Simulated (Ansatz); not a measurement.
## FH: the interaction energy of a dimer with the counterpoise correction, step by step

Computed with the Python package of Ansatz (0.2.0).

Notebook, run cell by cell (the value of a cell's last expression is shown):

**Cell 1**
```python
import ansatz as az
import numpy as np

FIRST = [
    ("F", (-0.3954, 0.1465, -0.199)),
    ("H", (0.3954, -0.1465, 0.199)),
]
SECOND = [
    ("F", (1.0527, -0.6029, -1.8965)),
    ("H", (0.886, -1.519, -1.9479)),
]

def energy(atoms, ghosts=()):
    molecule = az.Crystal.molecule()
    for symbol, xyz in atoms:
        molecule = molecule.atom(symbol, xyz)
    calc = (
        molecule.calculation()
        .basis(gaussian="def2-SVPD")
        .functional("r2scan")
    )
    deck = calc.input()
    if ghosts:
        deck = deck.set(az.key.basis.gaussian.ghost_atoms, [{"symbol": s, "position_ang": list(xyz)} for s, xyz in ghosts])
    return az.Session.from_dict(deck).plan().execute().report["free_energy_ev"]

# ghost atoms carry the functions of the partner
direction = np.array([0.4039, -0.4421, -0.8009])
print("shift (A)   counterpoise-corrected interaction (eV)")
for shift in (-0.3, 0.0, 0.4, 1.0, 2.0):
    moved = [(s, tuple(np.round(np.array(xyz) + shift * direction, 4))) for s, xyz in SECOND]
    gain = energy(FIRST + moved) - energy(FIRST, moved) - energy(moved, FIRST)
    print(f"{shift:8.2f} {gain:14.3f}")
```
Output:
```text
shift (A)   counterpoise-corrected interaction (eV)
   -0.30          0.602
    0.00          0.150
    0.40          0.008
    1.00         -0.008
    2.00         -0.002
```

What to keep in mind:
- The dimer is a generated trial pose of unrelaxed monomers, not a minimum, so the figure is no binding energy, and the basis set is small.
- This level lacks the dispersion part of the attraction (electrostatics and induction are there), which can decide the sign where the interaction is weak.
- Finished in 16 s on 1 thread of Arm Neoverse V1, on a shared host, peak memory 0.16 GiB.
